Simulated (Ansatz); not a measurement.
1T (CdI2-type) HfS2, treated with PBEsol (plane waves, PAW; Ansatz, a quantum-chemistry and plane-wave program).

Run with plane-wave cutoff 520 eV, 12×12×6 k mesh (along the axes of the cell as run), scalar-relativistic PAW data made under PBE.

Cell (relaxed at this level):

```xyz
3
Lattice="3.5925 0.0000 0.0000 -1.7962 3.1112 0.0000 0.0000 0.0000 5.9444" Properties=species:S:1:pos:R:3 pbc="T T T"
Hf     0.0000     0.0000     0.0000
S      0.0000     2.0741     1.4494
S      1.7962     1.0371     4.4950
```

Estimate the elastic constant C44, elastic constant C13, Young modulus, elastic constant C12, elastic constant C11, elastic constant C33 and elastic constant C66 that the calculation returns.


- elastic constant C44 = 6.08 GPa
- elastic constant C13 = 1.88 GPa
- Young modulus = 50.9 GPa
- elastic constant C12 = 24.7 GPa
- elastic constant C11 = 139 GPa
- elastic constant C33 = 17.9 GPa
- elastic constant C66 = 57.0 GPa

Measured, for comparison: elastic constant C33 39.4 GPa (temperature not stated, not corrected to a static lattice; as tabulated in Björkman et al. (2012), arXiv:1206.3542). Computed (rounded) less measured: elastic constant C33 -55 %.

Note: the cell comes from a level without a dispersion term, which matters for the spacing of layers, chains or molecules; the cell has widely spaced layers and the level no dispersion term, so their spacing and the moduli can rest on weak binding.

Elastic constants are with the ions relaxed.

Spin–orbit coupling is not included.

The computed numbers hold no vibrational or temperature effects.
